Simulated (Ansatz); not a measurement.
```yaml
atoms:
  - { symbol: P, position_ang: [0.0008, 0.0005, -0.9451] }
  - { symbol: P, position_ang: [0.0006, 0.0001, 0.9447] }
```

RHF on singlet P2 was run in several spherical basis sets with Ansatz (development build ahead of 0.2.0).

Question: Rank the basis sets by the total energy that they give, lowest first, with the distance from the lowest.
A. cc-pVTZ
B. 6-31G(d)
C. def2-TZVP

Answer: A (0.00 eV), C (0.26 eV), B (1.86 eV).

Totals follow the description of the cores as much as that of the bonds, so this order isn't one of quality for chemistry.
